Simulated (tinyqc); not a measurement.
RKS/BP86 in the sto-6g basis, for H2O, spin multiplicity 1, step by step. One step of it, computed by the program tinyqc.

Problem. Iteration 2: building the Kohn-Sham matrix. J_ij = sum D_kl (ij|kl); F = H + J + V_xc; E = tr D H + tr D J / 2 + E_xc + E_nn.

D after iteration 1, lower triangle:
```
            1O 1s      1O 2s    1O 2px     1O 2py    1O 2pz      2H 1s     3H 1s
1O 1s    2.114555
1O 2s   -0.530188   2.658524
1O 2px   0.000000   0.000000  2.000000
1O 2py   0.003618  -0.022528  0.000000   0.170447
1O 2pz   0.113967  -0.679700  0.000000   0.011114  0.355480
2H 1s    0.058522  -0.681857  0.000000   0.389707  0.516617   1.641965
3H 1s    0.062878  -0.683389  0.000000  -0.369778  0.510356  -0.039005  1.669715
```

core Hamiltonian H = T + V (hartree), lower triangle:
```
             1O 1s      1O 2s     1O 2px     1O 2py     1O 2pz      2H 1s      3H 1s
1O 1s   -33.033609
1O 2s    -7.302141  -9.245592
1O 2px    0.000000   0.000000  -7.473357
1O 2py   -0.000624  -0.005729   0.000000  -7.650453
1O 2pz   -0.017588  -0.195869   0.000000  -0.002802  -7.545680
2H 1s    -1.795435  -3.775233   0.000000  -2.178423  -1.450030  -5.088824
3H 1s    -1.708509  -3.644806   0.000000   2.122497  -1.415008  -1.407124  -5.006733
```

Two-electron integrals (ij|kl) in chemists' order, unique and non-zero (hartree):
```
(11|11) 4.787491    (21|11) 0.675884    (21|21) 0.121505    (22|11) 1.117379
(22|21) 0.249212    (22|22) 0.817383    (31|31) 0.025762    (32|31) 0.039145
(32|32) 0.180664    (33|11) 1.117381    (33|21) 0.249212    (33|22) 0.817382
(33|33) 0.880663    (41|41) 0.025762    (42|41) 0.039145    (42|42) 0.180664
(43|43) 0.047461    (44|11) 1.117381    (44|21) 0.249212    (44|22) 0.817382
(44|33) 0.785741    (44|44) 0.880663    (51|51) 0.025762    (52|51) 0.039145
(52|52) 0.180664    (53|53) 0.047461    (54|54) 0.047461    (55|11) 1.117381
(55|21) 0.249212    (55|22) 0.817382    (55|33) 0.785741    (55|44) 0.785741
(55|55) 0.880663    (61|11) 0.176266    (61|21) 0.030357    (61|22) 0.060853
(61|33) 0.060720    (61|41) 0.001247    (61|42) 0.002429    (61|44) 0.061002
(61|51) 0.000796    (61|52) 0.001552    (61|54) 0.000180    (61|55) 0.060835
(61|61) 0.007731    (62|11) 0.409120    (62|21) 0.092429    (62|22) 0.333264
(62|33) 0.327878    (62|41) 0.006198    (62|42) 0.044782    (62|44) 0.339354
(62|51) 0.003959    (62|52) 0.028605    (62|54) 0.007331    (62|55) 0.332560
(62|61) 0.023186    (62|62) 0.165672    (63|31) 0.010516    (63|32) 0.058356
(63|43) 0.009342    (63|53) 0.005967    (63|63) 0.024083    (64|11) 0.241131
(64|21) 0.055274    (64|22) 0.212583    (64|33) 0.202876    (64|41) 0.013818
(64|42) 0.085692    (64|44) 0.228973    (64|51) 0.002109    (64|52) 0.017461
(64|54) 0.010702    (64|55) 0.205900    (64|61) 0.014537    (64|62) 0.128534
(64|64) 0.122869    (65|11) 0.154023    (65|21) 0.035306    (65|22) 0.135788
(65|33) 0.129587    (65|41) 0.002109    (65|42) 0.017461    (65|44) 0.134322
(65|51) 0.011864    (65|52) 0.069509    (65|54) 0.012367    (65|55) 0.143454
(65|61) 0.009286    (65|62) 0.082101    (65|64) 0.063099    (65|65) 0.064388
(66|11) 0.535664    (66|21) 0.123252    (66|22) 0.506023    (66|33) 0.485570
(66|41) 0.011232    (66|42) 0.109040    (66|44) 0.529148    (66|51) 0.007174
(66|52) 0.069649    (66|54) 0.027835    (66|55) 0.503350    (66|61) 0.031284
(66|62) 0.311245    (66|64) 0.276124    (66|65) 0.176374    (66|66) 0.774999
(71|11) 0.167666    (71|21) 0.028880    (71|22) 0.057905    (71|33) 0.057779
(71|41) -0.001187   (71|42) -0.002315   (71|44) 0.058047    (71|51) 0.000759
(71|52) 0.001480    (71|54) -0.000171   (71|55) 0.057889    (71|61) 0.007231
(71|62) 0.021239    (71|64) 0.012075    (71|65) 0.008501    (71|66) 0.028186
(71|71) 0.006997    (72|11) 0.394231    (72|21) 0.089091    (72|22) 0.321879
(72|33) 0.316633    (72|41) -0.005984   (72|42) -0.043502   (72|44) 0.327804
(72|51) 0.003826    (72|52) 0.027814    (72|54) -0.007143   (72|55) 0.321200
(72|61) 0.021514    (72|62) 0.128550    (72|64) 0.068643    (72|65) 0.061871
(72|66) 0.197410    (72|71) 0.021269    (72|72) 0.155411    (73|31) 0.010069
(73|32) 0.056102    (73|43) -0.009046   (73|53) 0.005784    (73|63) 0.017970
(73|73) 0.022418    (74|11) -0.234424   (74|21) -0.053746   (74|22) -0.207127
(74|33) -0.197703   (74|41) 0.013270    (74|42) 0.082790    (74|44) -0.223021
(74|51) -0.002046   (74|52) -0.017063   (74|54) 0.010404    (74|55) -0.200657
(74|61) -0.012349   (74|62) -0.069536   (74|64) -0.019664   (74|65) -0.032687
(74|66) -0.094634   (74|71) -0.013442   (74|72) -0.121624   (74|74) 0.116670
(75|11) 0.149882    (75|21) 0.034363    (75|22) 0.132430    (75|33) 0.126404
(75|41) -0.002046   (75|42) -0.017063   (75|44) 0.131024    (75|51) 0.011378
(75|52) 0.067012    (75|54) -0.012000   (75|55) 0.139861    (75|61) 0.008688
(75|62) 0.062290    (75|64) 0.032527    (75|65) 0.047480    (75|66) 0.104719
(75|71) 0.008595    (75|72) 0.077762    (75|74) -0.060261   (75|75) 0.060947
(76|11) 0.141660    (76|21) 0.032264    (76|22) 0.124506    (76|33) 0.122023
(76|41) -0.000017   (76|42) -0.000189   (76|44) 0.124795    (76|51) 0.002269
(76|52) 0.018886    (76|54) -0.000045   (76|55) 0.126699    (76|61) 0.007980
(76|62) 0.059623    (76|64) 0.039834    (76|65) 0.033268    (76|66) 0.111879
(76|71) 0.007597    (76|72) 0.057970    (76|74) -0.039278   (76|75) 0.032598
(76|76) 0.025802    (77|11) 0.525478    (77|21) 0.120951    (77|22) 0.498259
(77|33) 0.478163    (77|41) -0.010903   (77|42) -0.107033   (77|44) 0.520957
(77|51) 0.006971    (77|52) 0.068433    (77|54) -0.027361   (77|55) 0.495657
(77|61) 0.029071    (77|62) 0.201408    (77|64) 0.095291    (77|65) 0.106091
(77|66) 0.322706    (77|71) 0.029206    (77|72) 0.299613    (77|74) -0.268009
(77|75) 0.171355    (77|76) 0.111879    (77|77) 0.774999
```

nuclear repulsion = 9.14697311 hartree

V_xc (hartree), lower triangle:
```
            1O 1s      1O 2s     1O 2px     1O 2py     1O 2pz      2H 1s      3H 1s
1O 1s   -3.117601
1O 2s   -0.358058  -0.746427
1O 2px   0.000000   0.000000  -0.789401
1O 2py   0.000128   0.000563   0.000000  -0.730093
1O 2pz   0.006195   0.018072   0.000000  -0.001308  -0.717962
2H 1s   -0.098156  -0.308503   0.000000  -0.206057  -0.129272  -0.551799
3H 1s   -0.093373  -0.298198   0.000000   0.201249  -0.126066  -0.112972  -0.550053
```

E_xc = sum of w rho eps_xc = -9.18084250 hartree

Give: Coulomb J; Kohn-Sham matrix F; total energy of this density.

Solution.

Coulomb J (hartree), lower triangle:
```
         1O 1s   1O 2s  1O 2px  1O 2py  1O 2pz  2H 1s  3H 1s
1O 1s   16.564
1O 2s    2.908   7.704
1O 2px   0.000   0.000   7.734
1O 2py  -0.001  -0.003   0.000   7.721
1O 2pz  -0.008   0.080   0.000   0.002   7.656
2H 1s    0.733   3.192   0.000   2.060   1.348  5.180
3H 1s    0.697   3.087   0.000  -2.014   1.317  1.219  5.137
```

Kohn-Sham matrix F (hartree), lower triangle:
```
          1O 1s   1O 2s  1O 2px  1O 2py  1O 2pz   2H 1s   3H 1s
1O 1s   -19.587
1O 2s    -4.752  -2.288
1O 2px    0.000   0.000  -0.529
1O 2py   -0.001  -0.008   0.000  -0.660
1O 2pz   -0.019  -0.098   0.000  -0.002  -0.608
2H 1s    -1.161  -0.892   0.000  -0.325  -0.231  -0.460
3H 1s    -1.105  -0.856   0.000   0.310  -0.224  -0.301  -0.420
```

total energy of this density = -75.38441 hartree
